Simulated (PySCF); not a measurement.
## Worked example for sulfuric acid: proton affinity at atom O1

Structure: `O=S(=O)(O)O` (H2O4S). Atom numbers as in the mapped SMILES `[O:1]=[S:2](=[O:3])([OH:4])[OH:5]`.

Level of theory: ωB97X-D3(BJ)/def2-TZVP single points in PySCF, grid level 2; every species was optimised with PBE0-D3(BJ)/def2-SVP. Thermal corrections: PBE0-D3(BJ)/def2-SVP frequencies, unscaled, ideal gas at 298.15 K and 1 bar, quasi-RRHO entropy.

Step: `O=S(O)(O)=[OH+]` → `O=S(=O)(O)O` + H⁺.

| species | charge | multiplicity | E / Eh |
| --- | --- | --- | --- |
| `O=S(O)(O)=[OH+]` | 1 | 1 | -700.769044 |
| `O=S(=O)(O)O` | 0 | 1 | -700.484743 |

Thermal terms, products less reactant: Δ(H − E) = -22.27 kJ/mol, Δ(G − E) = -50.74 kJ/mol (the bare proton has no electronic energy, H = 5/2 RT). 1 Eh = 2625.50 kJ/mol.

Problem. What are ΔE, ΔH and ΔG of this step?

Solution. ΔE = 0.284301 Eh = 746.43 kJ/mol; ΔH = 724.2 kJ/mol; ΔG = 695.7 kJ/mol, all in the gas phase at 298.15 K and 1 bar. The digits show the arithmetic; the method itself can be off by 10 kJ/mol or more.
